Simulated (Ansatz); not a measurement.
# BFH2O: reaction (reductive elimination), part 2 of 2

Aim: the minimum-energy path and barrier of the reaction (reductive elimination). The ends are relaxed first, then joined by a nudged elastic band. Meant to form: O2–H4; to break: B1–O2, B1–H4. The start is a guess near the saddle point, from which both ends are pulled out.

Ansatz 0.2.0; RKS LDA/def2-mTZVP. The steps go on from the part before.

## Step 8: Vibrations at the top

The geometry is the highest inner image of the first converged band.

input.yaml

```yaml
crystal:
  periodic: [false, false, false]
  atoms:
    - { symbol: B, position_ang: [0.121972, 0.126528, -0.395168] }
    - { symbol: O, position_ang: [0.627994, 0.212915, 1.025178] }
    - { symbol: H, position_ang: [0.171618, -0.369476, 1.712612] }
    - { symbol: H, position_ang: [1.440757, -0.198702, 0.376136] }
    - { symbol: F, position_ang: [-1.177442, -0.052663, -0.387158] }
basis:
  gaussian: { orbitals: def2-mTZVP }
hamiltonian:
  xc: lda
phonons: {}
```

Run with:

```
$ ansatz run input.yaml --threads 1 --pin off --max-ram 2048MiB --backend cpu --events-out ev --progress --plain --runs-dir out
```

The log of the run, cut to the lines that bear on the results:

```text
Warning: RAYON_NUM_THREADS=1 ignored (pool sized by the plan → 1); use --threads N
[...]
Functional definition: SPW92
[...]
557 factors; their error is unknown
[...]
mean field -5433.64851956 eV, -199.6829000347 hartree, gradient 2.8e-5 eV, S^2 0.000000; 0 other end points of the search recorded, 0 dependent functions left out
[...]
reference -5433.64855116 eV, -199.6829011958 hartree; 12, 12 occupied and 56, 56 virtual orbitals, 557 factors
[...]
557 factors; their error is unknown
mean field -5433.64838202 eV, -199.6828949800 hartree, gradient 2.1e-6 eV, S^2 0.000000; 0 other end points of the search recorded, 0 dependent functions left out
[...]
reference -5433.64841361 eV, -199.6828961408 hartree; 12, 12 occupied and 56, 56 virtual orbitals, 557 factors
[...]
557 factors; their error is unknown
mean field -5433.64838239 eV, -199.6828949937 hartree, gradient 2.1e-6 eV, S^2 0.000000; 0 other end points of the search recorded, 0 dependent functions left out
[...]
557 factors; their error is unknown
[...]
mean field -5433.64850752 eV, -199.6828995921 hartree, gradient 1.4e-6 eV, S^2 0.000000; 0 other end points of the search recorded, 0 dependent functions left out
[...]
reference -5433.64853912 eV, -199.6829007534 hartree; 12, 12 occupied and 56, 56 virtual orbitals, 557 factors
WARN: phonons: modes at or below zero, which the zero-point energy, F, S and C_V leave out: 1, the lowest at -1208.00 cm⁻¹. A minimum has none, and a first-order saddle one
Total energy: -5433.64855116 eV, -199.6829011958 hartree
Atom 0 at     0.121972     0.126528    -0.395168 Å, force    -0.000337    -0.000075     0.000287 eV/Å
Atom 1 at     0.627994     0.212915     1.025178 Å, force     0.000089     0.000114     0.000204 eV/Å
Atom 2 at     0.171618    -0.369476     1.712612 Å, force     0.000010     0.000023    -0.000084 eV/Å
Atom 3 at     1.440757    -0.198702     0.376136 Å, force     0.000126    -0.000076    -0.000146 eV/Å
Atom 4 at    -1.177442    -0.052663    -0.387158 Å, force     0.000112     0.000013    -0.000262 eV/Å
Dipole moment:     0.046040    -0.214500     0.620307 e Å
Vibrations: -1208.00 324.88 450.66 570.32 824.36 1094.19 1307.93 2176.67 3162.48 cm⁻¹, zero-point energy 0.614435 eV
```

It took 24 s on 1 thread of Arm Neoverse N1, shared host; peak memory 0.1 GiB.

Of 9 modes, 1 is imaginary by more than 30 cm⁻¹ (1208i cm⁻¹).

## Step 9: Dynamics from the top

It starts at the highest inner image of the first converged band: 200 steps of 0.5 fs at constant energy, with velocities drawn for 300 K.

Changes to input.yaml since step 8:

```diff
@@ -12,2 +12,8 @@
   xc: lda
-phonons: {}
+md:
+  timestep: 0.5
+  n_steps: 200
+  ensemble: nve
+  temperature: 300.0
+  initial_velocities: maxwell_boltzmann
+  seed: 10402
```

Run with:

```
$ ansatz run input.yaml --threads 1 --pin off --max-ram 2048MiB --backend cpu --events-out ev --progress --plain --runs-dir out
```

The log of the run, cut to the lines that bear on the results:

```text
Warning: RAYON_NUM_THREADS=1 ignored (pool sized by the plan → 1); use --threads N
[...]
Functional definition: SPW92
[...]
557 factors; their error is unknown
[...]
mean field -5433.64851956 eV, -199.6829000347 hartree, gradient 2.8e-5 eV, S^2 0.000000; 0 other end points of the search recorded, 0 dependent functions left out
[...]
reference -5433.64855116 eV, -199.6829011958 hartree; 12, 12 occupied and 56, 56 virtual orbitals, 557 factors
md step     0: t =     0.00 fs  T =   300.0 K  F+E_penalty+E_count = -5433.64851956 eV  E_kin = 0.116334 eV  conserved = -5433.53218556 eV  (26 SCF iters)
[...]
md step    24: t =    12.00 fs  T =   645.9 K  F+E_penalty+E_count = -5433.78282580 eV  E_kin = 0.250475 eV  conserved = -5433.53235108 eV  (30 SCF iters)
[...]
md step    48: t =    24.00 fs  T =   657.4 K  F+E_penalty+E_count = -5433.78670535 eV  E_kin = 0.254925 eV  conserved = -5433.53178050 eV  (28 SCF iters)
[...]
md step    72: t =    36.00 fs  T =   513.0 K  F+E_penalty+E_count = -5433.73091952 eV  E_kin = 0.198916 eV  conserved = -5433.53200303 eV  (26 SCF iters)
[...]
md step    96: t =    48.00 fs  T =   523.4 K  F+E_penalty+E_count = -5433.73554285 eV  E_kin = 0.202949 eV  conserved = -5433.53259383 eV  (28 SCF iters)
md step    97: t =    48.50 fs  T =   523.4 K  F+E_penalty+E_count = -5433.73547506 eV  E_kin = 0.202945 eV  conserved = -5433.53252992 eV  (28 SCF iters)
md step    98: t =    49.00 fs  T =   508.5 K  F+E_penalty+E_count = -5433.72947712 eV  E_kin = 0.197187 eV  conserved = -5433.53229015 eV  (28 SCF iters)
```

## Step 10: More of the same log: dynamics from the highest image of the converged band

Output, continued, cut to the lines that bear on the results:

```text
md step    99: t =    49.50 fs  T =   488.3 K  F+E_penalty+E_count = -5433.72132904 eV  E_kin = 0.189357 eV  conserved = -5433.53197253 eV  (28 SCF iters)
[...]
md step   124: t =    62.00 fs  T =   683.0 K  F+E_penalty+E_count = -5433.79753248 eV  E_kin = 0.264859 eV  conserved = -5433.53267300 eV  (27 SCF iters)
[...]
md step   149: t =    74.50 fs  T =   528.9 K  F+E_penalty+E_count = -5433.73761528 eV  E_kin = 0.205100 eV  conserved = -5433.53251559 eV  (28 SCF iters)
[...]
md step   174: t =    87.00 fs  T =   552.2 K  F+E_penalty+E_count = -5433.74606703 eV  E_kin = 0.214143 eV  conserved = -5433.53192409 eV  (28 SCF iters)
[...]
md step   199: t =    99.50 fs  T =   628.2 K  F+E_penalty+E_count = -5433.77519906 eV  E_kin = 0.243612 eV  conserved = -5433.53158678 eV  (27 SCF iters)
[...]
md step   200: t =   100.00 fs  T =   646.5 K  F+E_penalty+E_count = -5433.78235965 eV  E_kin = 0.250685 eV  conserved = -5433.53167507 eV  (27 SCF iters)
Total energy: -5433.78239023 eV, -199.6878196908 hartree
Atom 0 at    -0.139904     0.251340    -0.908835 Å, force    -0.976536    -0.238207     0.440694 eV/Å
Atom 1 at     1.005758     0.031231     1.558742 Å, force    -1.476435    -0.330497     1.421528 eV/Å
Atom 2 at     0.299041     0.579098     2.010990 Å, force     0.814601    -0.565927    -0.476375 eV/Å
Atom 3 at     1.352477     0.601359     0.880051 Å, force     0.623816     0.921639    -1.079796 eV/Å
Atom 4 at    -1.348636    -0.063458    -0.586778 Å, force     1.014554     0.212992    -0.306052 eV/Å
Dipole moment:    -0.247990     0.258487     0.076976 e Å
```

It took 3.5 min on 1 thread of Arm Neoverse N1, shared host; peak memory 0.1 GiB.

## Step 11: The trajectory

One step in 11; energies are changes from step 0:

```tsv
time (fs)	T (K)	potential energy change (meV/atom)	total energy change (meV/atom)	O2–H4 (Å)	B1–O2 (Å)
0.0	300	0.0	0.00	1.12	1.51
5.5	340	-3.1	0.02	1.06	1.55
11.0	618	-24.7	-0.06	1.00	1.59
16.5	788	-37.9	-0.07	1.00	1.66
22.0	712	-31.9	-0.01	1.01	1.74
27.5	661	-27.9	0.09	0.96	1.83
33.0	543	-18.7	0.10	1.01	1.91
38.5	540	-18.6	-0.04	0.97	2.00
44.0	538	-18.6	-0.10	0.97	2.09
49.5	488	-14.6	0.04	1.01	2.17
55.0	551	-19.4	0.11	0.95	2.25
60.5	619	-24.7	0.02	1.00	2.33
66.0	700	-31.1	-0.11	0.98	2.41
71.5	533	-18.1	-0.02	0.96	2.48
77.0	485	-14.3	0.10	1.02	2.54
82.5	511	-16.3	0.06	0.95	2.59
88.0	639	-26.4	-0.09	0.99	2.64
93.5	668	-28.6	-0.04	1.00	2.69
99.0	633	-25.7	0.08	0.96	2.72
100.0	646	-26.8	0.10	0.95	2.73
```

time (fs), T (K) and a bar:
```
      0.0        300 
      4.5        304 
      8.5        418 ########
     13.0        642 ######################
     17.5        762 ##############################
     21.5        744 #############################
     26.0        733 ############################
     30.5        696 ##########################
     35.0        572 ##################
     39.0        559 #################
     43.5        542 ################
     48.0        523 ###############
     52.0        584 ##################
     56.5        622 #####################
     61.0        655 #######################
     65.0        669 ########################
     69.5        576 ##################
     74.0        502 #############
     78.5        556 #################
     82.5        511 ##############
     87.0        552 ################
     91.5        643 ######################
     95.5        595 ###################
    100.0        646 #######################
```

Bonds that form or break, judged by distance (formed within 1.15 times the sum of covalent radii and held on average over 12 fs, broken when stretched by half; pairs already stretched at the start don't count as bonds):

```tsv
time (fs)	bond	event
55.0	B1–O2	breaks
```

The last frame stands with the bonds of end B.

## Step 12: A trajectory let go at the top

It starts at the highest inner image of the first converged band: 200 steps of 0.5 fs at constant energy, with velocities drawn for 100 K.

Changes to input.yaml since step 9:

```diff
@@ -16,4 +16,4 @@
   ensemble: nve
-  temperature: 300.0
+  temperature: 100.0
   initial_velocities: maxwell_boltzmann
-  seed: 10402
+  seed: 10403
```

Run with:

```
$ ansatz run input.yaml --threads 1 --pin off --max-ram 2048MiB --backend cpu --events-out ev --progress --plain --runs-dir out
```

The log of the run, cut to the lines that bear on the results:

```text
Warning: RAYON_NUM_THREADS=1 ignored (pool sized by the plan → 1); use --threads N
[...]
Functional definition: SPW92
[...]
557 factors; their error is unknown
[...]
mean field -5433.64851956 eV, -199.6829000347 hartree, gradient 2.8e-5 eV, S^2 0.000000; 0 other end points of the search recorded, 0 dependent functions left out
[...]
reference -5433.64855116 eV, -199.6829011958 hartree; 12, 12 occupied and 56, 56 virtual orbitals, 557 factors
md step     0: t =     0.00 fs  T =   100.0 K  F+E_penalty+E_count = -5433.64851956 eV  E_kin = 0.038778 eV  conserved = -5433.60974156 eV  (26 SCF iters)
[...]
md step    24: t =    12.00 fs  T =    90.5 K  F+E_penalty+E_count = -5433.64470015 eV  E_kin = 0.035112 eV  conserved = -5433.60958777 eV  (31 SCF iters)
[...]
md step    48: t =    24.00 fs  T =   653.9 K  F+E_penalty+E_count = -5433.86328452 eV  E_kin = 0.253562 eV  conserved = -5433.60972236 eV  (31 SCF iters)
[...]
md step    72: t =    36.00 fs  T =   521.0 K  F+E_penalty+E_count = -5433.81164342 eV  E_kin = 0.202044 eV  conserved = -5433.60959920 eV  (29 SCF iters)
[...]
md step    96: t =    48.00 fs  T =   307.7 K  F+E_penalty+E_count = -5433.72896030 eV  E_kin = 0.119301 eV  conserved = -5433.60965941 eV  (29 SCF iters)
md step    97: t =    48.50 fs  T =   273.2 K  F+E_penalty+E_count = -5433.71549535 eV  E_kin = 0.105952 eV  conserved = -5433.60954320 eV  (29 SCF iters)
md step    98: t =    49.00 fs  T =   242.7 K  F+E_penalty+E_count = -5433.70355766 eV  E_kin = 0.094107 eV  conserved = -5433.60945028 eV  (28 SCF iters)
```

## Step 13: The log goes on: dynamics from the highest image of the converged band

The log, continued, cut to the lines that bear on the results:

```text
md step    99: t =    49.50 fs  T =   219.8 K  F+E_penalty+E_count = -5433.69462165 eV  E_kin = 0.085221 eV  conserved = -5433.60940084 eV  (29 SCF iters)
[...]
md step   124: t =    62.00 fs  T =   199.4 K  F+E_penalty+E_count = -5433.68696064 eV  E_kin = 0.077338 eV  conserved = -5433.60962215 eV  (28 SCF iters)
[...]
md step   149: t =    74.50 fs  T =   387.4 K  F+E_penalty+E_count = -5433.75998136 eV  E_kin = 0.150234 eV  conserved = -5433.60974699 eV  (28 SCF iters)
[...]
md step   174: t =    87.00 fs  T =   493.6 K  F+E_penalty+E_count = -5433.80097710 eV  E_kin = 0.191409 eV  conserved = -5433.60956772 eV  (27 SCF iters)
[...]
md step   199: t =    99.50 fs  T =   573.2 K  F+E_penalty+E_count = -5433.83204881 eV  E_kin = 0.222267 eV  conserved = -5433.60978183 eV  (28 SCF iters)
[...]
md step   200: t =   100.00 fs  T =   560.5 K  F+E_penalty+E_count = -5433.82698915 eV  E_kin = 0.217336 eV  conserved = -5433.60965275 eV  (26 SCF iters)
Total energy: -5433.82702045 eV, -199.6894598211 hartree
Atom 0 at    -0.089998     0.208067    -0.843196 Å, force     0.645730     0.203557    -0.178043 eV/Å
Atom 1 at     0.874421     0.062760     1.378650 Å, force    -0.016955    -0.797608    -0.774108 eV/Å
Atom 2 at     0.291789     0.278284     2.113149 Å, force    -0.332212     0.367461     0.641037 eV/Å
Atom 3 at     1.590353     0.713606     1.351094 Å, force     0.188898     0.383686     0.035245 eV/Å
Atom 4 at    -1.278667    -0.055382    -0.502879 Å, force    -0.485461    -0.157096     0.275869 eV/Å
Dipole moment:    -0.045529     0.207265     0.558550 e Å
```

It took 3.7 min on 1 thread of Arm Neoverse N1, shared host; peak memory 0.098 GiB.

## Step 14: The trajectory

The trajectory, every 8 steps (energies from step 0):

```tsv
time (fs)	T (K)	potential energy change (meV/atom)	total energy change (meV/atom)	O2–H4 (Å)	B1–O2 (Å)
0.0	100	0.0	0.00	1.12	1.51
4.0	66	2.7	0.02	1.11	1.49
8.0	30	5.5	0.06	1.10	1.47
12.0	91	0.8	0.03	1.08	1.47
16.0	207	-8.3	0.02	1.04	1.49
20.0	437	-26.1	0.04	1.01	1.53
24.0	654	-43.0	0.00	1.00	1.57
28.0	598	-38.6	0.01	0.99	1.62
32.0	585	-37.6	0.01	0.99	1.68
36.0	521	-32.6	0.03	0.98	1.75
40.0	375	-21.2	0.07	0.98	1.81
44.0	417	-24.6	0.02	0.98	1.86
48.0	308	-16.1	0.02	0.98	1.90
52.0	221	-9.4	0.01	0.99	1.95
56.0	296	-15.3	-0.03	0.97	2.00
60.0	192	-7.1	0.04	0.99	2.06
64.0	250	-11.6	0.04	0.96	2.10
68.0	350	-19.4	0.03	0.99	2.13
72.0	307	-16.0	0.05	0.98	2.16
76.0	445	-26.8	-0.02	0.98	2.20
80.0	464	-28.3	-0.02	0.98	2.25
84.0	441	-26.4	0.01	0.96	2.29
88.0	522	-32.7	0.00	1.00	2.32
92.0	434	-25.8	0.06	0.96	2.35
96.0	482	-29.6	0.04	1.00	2.38
100.0	560	-35.7	0.02	0.97	2.43
```

time (fs), T (K) and a bar:
```
      0.0        100 ###
      4.5         69 ##
      8.5         34 
     13.0         96 ###
     17.5        269 ###########
     21.5        569 ##########################
     26.0        647 ##############################
     30.5        546 #########################
     35.0        551 #########################
     39.0        404 ##################
     43.5        421 ###################
     48.0        308 #############
     52.0        221 #########
     56.5        294 #############
     61.0        197 ########
     65.0        310 ##############
     69.5        345 ###############
     74.0        358 ################
     78.5        464 #####################
     82.5        403 ##################
     87.0        494 ######################
     91.5        446 ####################
     95.5        469 #####################
    100.0        560 ##########################
```

Bonds that form or break, judged by distance (formed within 1.15 times the sum of covalent radii and held on average over 12 fs, broken when stretched by half; pairs already stretched at the start don't count as bonds):

```tsv
time (fs)	bond	event
80.5	B1–O2	breaks
```

The last frame stands with the bonds of end B.

## Step 15: Summary of results

What follows sums up all 2 parts.

| quantity | value |
| --- | --- |
| end A | 4 moves, 0.017 eV lower |
| end B | 5 moves, 0.040 eV lower |
| barrier forwards | 4.30 eV |
| barrier backwards | 0.27 eV |
| second end relative to first | +4.027 eV |
| highest image | 4 of 0 to 6, climbing |
| band iterations | 14 |
| pieces at the ends | BFH2O → H2O + BF |
| imaginary modes at the top | 1208i cm⁻¹ |
| trajectory at 300 K, after 100 fs | with the bonds of end B, at 646 K |
| trajectory at 100 K, after 100 fs | with the bonds of end B, at 560 K |

In words: The barrier from the first end is 4.30 eV, 166 times kT at 300 K, which at an assumed attempt frequency of 10^13 s⁻¹ means a rate near 10^-59 s⁻¹. The second end lies 4.03 eV above the first, so the way back costs 0.27 eV. By distance, end A alone has B1–O2, B1–H4 and end B alone has O2–H4. One imaginary mode, as a first-order saddle point has. These are electronic energies, with no zero-point or thermal terms. Semilocal functionals tend to give barriers that are too low.
